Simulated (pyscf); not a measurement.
## Routes from H₂N–Ti(Cl)(Cl)–Cl + HO–SiH₃

Candidate steps break at most two bonds and form at most two. Each was searched with GFN2-xTB (tblite) first. PySCF, gas phase, ωB97X-D3(BJ)/def2-SVP geometries. Energies: ωB97M-D3(BJ)/def2-TZVP, kcal/mol, from the separated reactants, singlet surface; ΔG‡ with ideal gas, 1 atm, RRHO with modes under 100 cm⁻¹ raised to 100, one conformer, R ln 2 for chiral ones without a mode under 150 cm⁻¹.

```
products                                     type  ΔE‡     ΔE  ΔG‡ 298 K  ΔG‡ 900 K  ν‡ (cm⁻¹)
---------------------------  --------------------  ---  -----  ---------  ---------  ---------
NH₃ + H₃Si–O–Ti(Cl)(Cl)–Cl   four-centre exchange  1.0  -19.1       14.1       41.7       626i
H₂N–Ti(Cl)(Cl)–O–SiH₃ + HCl  four-centre exchange  7.8   -2.6       19.2       45.9       639i
```

Row 1: On the reactant side the descent ends in an adduct with a O–Ti contact, 14.2 kcal/mol under the separated species and 11.8 kcal/mol under the saddle at ωB97X-D3(BJ)/def2-TZVP. On the product side the descent ends in an adduct with a N–Ti contact, 20.4 kcal/mol under the separated species and 38.2 kcal/mol under the saddle at ωB97X-D3(BJ)/def2-TZVP. Row 2: On the reactant side the descent ends in an adduct with a O–Ti contact (not fully relaxed), 14.2 kcal/mol under the separated species and 18.9 kcal/mol under the saddle at ωB97X-D3(BJ)/def2-TZVP. On the product side the descent ends in a complex (not fully relaxed), 4.4 kcal/mol under the separated species and 10.9 kcal/mol under the saddle at ωB97X-D3(BJ)/def2-TZVP. 

Plain bond fissions and candidates not yet searched are not listed, and one of them may be faster. Each barrier is that of the saddle found; lower ones may exist.
